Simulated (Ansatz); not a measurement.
# HNO (nitroxyl) at 6 levels

Wanted: a comparison of 6 runs (BLYP/STO-3G, UB3LYP/STO-3G, MP2/STO-3G, BCCD(T)/STO-3G, UCCSD(T)/STO-3G, FCI/STO-3G) of HNO (nitroxyl). 

Program for the calculation: Ansatz 0.2.0.

50 further runs of the same task are left out: 1 that didn't finish, 49 set aside as unsound or not needed.

## Step 1: The system as given

The species is HNO (3 atoms), meant as a singlet with charge 0. As SMILES, `N=O`. The H3–N1 distance was set to 1.595 Å, away from the relaxed value. At this shape a bond of the SMILES string is far longer than usual.

Bond lengths: N1–O2 1.190 Å. A long bond or contact: N1–H3 1.595 Å.

## Step 2: A single-point energy at BLYP/STO-3G (run 1)

The input, job.yaml:

```yaml
crystal:
  periodic: [false, false, false]
  atoms:
    - {symbol: "N", position_ang: [-0.189757, 0.824137, -0.006073]}
    - {symbol: O, position_ang: [0.849243, 0.908547, 0.567587]}
    - {symbol: H, position_ang: [-0.471600, -0.709980, -0.339350]}
basis:
  gaussian: {orbitals: STO-3G}
accuracy: high
hamiltonian: {xc: {name: BLYP}}
```

Launch:

```console
$ ansatz run job.yaml --threads 1 --pin off --max-ram 3480MiB --events-out events.jsonl --progress --plain --runs-dir runs
```

What it wrote:

```text
Warning: RAYON_NUM_THREADS=1 ignored (pool sized by the plan → 1); use --threads N
Functional definition: BLYP
  name "BLYP"
  parameter beta = 0.0042
  parameter a = 0.04918
  parameter b = 0.132
  parameter c = 0.2533
  parameter d = 0.349
  exchange = b88_x(beta = beta)
  correlation = lyp_c(a = a, b = b, c = c, d = d)
168 factors; integrals over basis functions are off by at most 3.0e-8 eV
mean field evaluation 1: about -3498.0021 eV, gradient 2.0e1 eV
mean field evaluation 2: about -3491.5497 eV, gradient 3.1e1 eV
mean field evaluation 4: about -3499.8136 eV, gradient 7.3e0 eV
mean field evaluation 8: about -3500.0602 eV, gradient 2.6e-1 eV
mean field evaluation 16: about -3500.0605 eV, gradient 4.6e-7 eV
mean field evaluation 32: about -3498.2397 eV, gradient 1.7e1 eV
mean field -3500.06049900 eV, -128.6248509122 hartree, gradient 2.3e-8 eV, S^2 0.000000; 3 other end points of the search recorded, 0 dependent functions left out
reference -3500.06052339 eV, -128.6248518082 hartree; 8, 8 occupied and 3, 3 virtual orbitals, 168 factors
Total energy: -3500.06052339 eV, -128.6248518082 hartree
```

Run time: 0.56 s. Hardware: 1 thread of AMD EPYC 7R43 (Zen 3), shared host.

## Step 3: The energy at UB3LYP/STO-3G (run 2)

The input, input.yaml:

```yaml
crystal:
  periodic: [false, false, false]
  atoms:
    - {symbol: "N", position_ang: [-0.189757, 0.824137, -0.006073]}
    - {symbol: O, position_ang: [0.849243, 0.908547, 0.567587]}
    - {symbol: H, position_ang: [-0.471600, -0.709980, -0.339350]}
basis:
  gaussian:
    orbitals: STO-3G
hamiltonian:
  xc: {name: B3LYP}
accuracy: high
magnetization:
  spin_polarized: true
```

Launch:

```console
$ ansatz run input.yaml --threads 1 --pin off --max-ram 3480MiB --events-out events.jsonl --progress --plain --runs-dir runs
```

What it wrote:

```text
Warning: RAYON_NUM_THREADS=1 ignored (pool sized by the plan → 1); use --threads N
Functional definition: B3LYP
  name "B3LYP"
  parameter a0 = 0.2
  parameter ax = 0.72
  parameter ac = 0.81
  exchange = (1 - a0 - ax)*slater_x + ax*b88_x + a0*exact_x
  correlation = (1 - ac)*vwn_rpa_c + ac*lyp_c
168 factors; integrals over basis functions are off by at most 3.0e-8 eV
mean field evaluation 1: about -3499.0422 eV, gradient 1.1e1 eV
mean field evaluation 2: about -3496.6903 eV, gradient 1.6e1 eV
mean field evaluation 4: about -3500.5643 eV, gradient 8.2e-1 eV
mean field evaluation 8: about -3500.5365 eV, gradient 1.0e-2 eV
mean field evaluation 16: about -3500.5365 eV, gradient 4.5e-8 eV
mean field -3500.53645939 eV, -128.6423421338 hartree, gradient 4.5e-8 eV, S^2 0.000000; 2 other end points of the search recorded, 0 dependent functions left out
reference -3500.53647722 eV, -128.6423427890 hartree; 8, 8 occupied and 3, 3 virtual orbitals, 168 factors
Total energy: -3500.53647722 eV, -128.6423427890 hartree
```

It took 0.6 s on 1 thread of AMD EPYC 7R43 (Zen 3), shared host; peak memory 0.11 GiB.

Runs 3 to 5 aren't shown in full; the table further down has their settings and results.

## Step 4: A single-point energy at FCI/STO-3G (run 6)

The input, run.yaml:

```yaml
crystal:
  periodic: [false, false, false]
  atoms:
    - {symbol: N, position_ang: [-0.189757, 0.824137, -0.006073]}
    - {symbol: O, position_ang: [0.849243, 0.908547, 0.567587]}
    - {symbol: H, position_ang: [-0.471600, -0.709980, -0.339350]}
basis:
  gaussian:
    orbitals: STO-3G
accuracy: high
correlation:
  method: fci
  frozen_orbitals: {H: 0, "N": 1, O: 1}
```

Launch:

```console
$ ansatz run run.yaml --threads 1 --pin off --max-ram 3480MiB --events-out events.jsonl --progress --plain --runs-dir runs
```

What it wrote, shortened:

```text
Warning: RAYON_NUM_THREADS=1 ignored (pool sized by the plan → 1); use --threads N
Functional definition: HF
  name "HF"
[...]
168 factors; integrals over basis functions are off by at most 3.0e-8 eV
[...]
mean field -3482.14390167 eV, -127.9664281046 hartree, gradient 2.7e-8 eV, S^2 0.000000; 0 other end points of the search recorded, 0 dependent functions left out; unrestricted orbitals would lower it
[...]
unrestricted determinant -3483.33082927 eV, -128.0100468893 hartree, S^2 1.0327
2 core orbitals not correlated: weight in the atoms' cores, before any rotation towards them, 1.000 or more for the frozen orbitals, at most 0.000 for the correlated occupied ones
reference -3482.14390167 eV, -127.9664281046 hartree; 6, 6 occupied and 3, 3 virtual orbitals, 168 factors
state -3487.79500853 eV, -128.1741024511 hartree
Total energy: -3487.79500853 eV, -128.1741024511 hartree
```

It took 0.3 s on 1 thread of AMD EPYC 7R43 (Zen 3), shared host.

## Step 5: All runs side by side

```tsv
run	level	frozen core orbitals	energy (Eh)	wall time
1	BLYP/STO-3G	–	-128.624852	0.56 s
2	UB3LYP/STO-3G	–	-128.642343	0.6 s
3	MP2/STO-3G	2	-128.126662	0.1 s
4	BCCD(T)/STO-3G	2	-128.172700	0.22 s
5	UCCSD(T)/STO-3G	2	-128.168099	0.59 s
6	FCI/STO-3G	2	-128.174102	0.3 s
```

## Step 6: What came out

| quantity | value |
| --- | --- |
| run 6: total energy | -128.17410 Eh |
| run 6: correlation energy (2 core orbitals frozen) | -207.7 mEh |

Against full CI in this basis: MP2 +47.4 mEh; BCCD(T) +1.4 mEh; UCCSD(T) +6.0 mEh. Totals of different functionals can't be ranked against each other. In runs 3, 4 the log says that unrestricted orbitals would lower the reference, so the values rest on an unstable closed-shell determinant (other closed-shell runs at this shape may share the fault). In runs 1, 2, 3, 4, 5, 6 the basis is minimal, so the values are rough. Spin contamination of the reference: run 5 ⟨S²⟩ = 1.03. Where it is this large, the reference is a mixture of spin states, and values that rest on it are in doubt. All runs together took 2.4 s, the longest 0.6 s.
